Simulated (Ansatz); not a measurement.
# B2H2 (singlet): wave-function methods side by side at distance B1–H3 = 1.312 Å, 6-31G

One table from this session's results is given with a row withheld; the runs are named, their logs left out.

Program: Ansatz 0.2.0, Gaussian basis. Level of theory: 6-31G, core rule «outside noble gas», up to 2 orbitals frozen. These are calculated values, not measurements.

Plan: UHF; CCSD(T) on RHF; CCSD(T) on UHF; BCCD(T) on RHF; CISD; CCSDT(Q) on RHF; CCSDT(Q) on UHF; CISDTQ; CCSDTQ on RHF; CASSCF and MRCISD+Q, 2 electrons in 2 orbitals; CASSCF and NEVPT2, 2 electrons in 2 orbitals; CASSCF and MRCISD+Q, 8 electrons in 10 orbitals; CASSCF and NEVPT4(SD), 8 electrons in 10 orbitals; CASSCF and NEVPT2, 8 electrons in 10 orbitals; Full CI.

15 further runs of the same task are left out: 10 that didn't finish, 5 set aside as unsound or not needed.

## The geometry

The geometry derives from a PBE0/def2-TZVP stationary point (not a proven minimum). One bond is set to the value named and the two fragments are kept rigid.

4 atoms, charge 0, spin multiplicity 1.

Atoms are counted from 1 here; the program's logs count them from 0.

Bond lengths: B1–B2 1.525 Å, B1–H3 1.312 Å, B2–H4 1.176 Å. Angles: B2–B1–H3 180.0°, B1–B2–H4 180.0°.

The first run:

in.yaml reads:

```yaml
crystal:
  periodic: [false, false, false]
  atoms:
    - {symbol: B, position_ang: [0.000000, 0.000000, 0.728453]}
    - {symbol: B, position_ang: [0.000000, 0.000000, -0.796586]}
    - {symbol: H, position_ang: [0.000000, 0.000000, 2.040453]}
    - {symbol: H, position_ang: [0.000000, 0.000000, -1.972320]}
basis:
  gaussian: {orbitals: 6-31G}
magnetization: {spin_polarized: true, initial_magnetization: 0}
hamiltonian: {xc: hf}
output: {orbitals: {seedname: orbitals}}
```

Launch:

```bash
ansatz run in.yaml --threads 1 --pin off --events-out ev --progress --plain --max-ram 2393MiB
```

Steps of the session up to this table: UHF; CCSD(T) on RHF; CCSD(T) on UHF; BCCD(T) on RHF; CISD; CCSDT(Q) on RHF; CCSDT(Q) on UHF; CISDTQ; CCSDTQ on RHF; CASSCF and MRCISD+Q, 2 electrons in 2 orbitals; CASSCF and NEVPT2, 2 electrons in 2 orbitals; CASSCF and MRCISD+Q, 8 electrons in 10 orbitals; CASSCF and NEVPT4(SD), 8 electrons in 10 orbitals; CASSCF and NEVPT2, 8 electrons in 10 orbitals; Full CI.

One table of the session follows, with a row left open; its other results are not shown here.

| method | from FCI (kcal/mol) |
| --- | --- |
| RHF | +81.34 |
| RMP2 | +23.68 |
| CISD | ? |
| RCCSD | +5.13 |
| RCCSD(T) | +2.97 |
| BCCD(T) | +2.99 |
| RCCSDT | +0.71 |
| CISDTQ | +1.00 |
| RCCSDT(Q) | -0.09 |
| RCCSDTQ | +0.03 |
| CASSCF valence | +17.98 |
| NEVPT2 valence | +5.30 |
| NEVPT4(SD) valence | +0.81 |
| MRCISD valence | +0.41 |
| MRCISD+Q valence | +0.11 |
| FCI | 0 |

**Question.** Estimate the row for CISD.

The run gave: from FCI (kcal/mol): +9.59. In the column «from FCI (kcal/mol)» it lies between NEVPT2 valence (+5.30) and CASSCF valence (+17.98).

Not comparable, so not listed: CASSCF and MRCISD+Q, 2 electrons in 2 orbitals (they don't share determinant, frozen orbitals or solution with the rows shown, or repeat one).

Limits of these values: The report flags that the cluster equations may have other roots. Left out of the table: CASSCF pair, NEVPT2 pair (the active space lost an orbital or holds another state than full CI finds). Left out of the table: UHF, UMP2, UCCSD, UCCSD(T), UCCSDT, UCCSDT(Q) (another determinant or state than the rows shown). The program flags RCCSDT(Q), RCCSDTQ as in doubt, so those rows may rest on another solution; read them beside their warnings. RCCSDT(Q) falls below full CI, which methods that aren't variational can do. Warnings in the runs' records: passed over end.
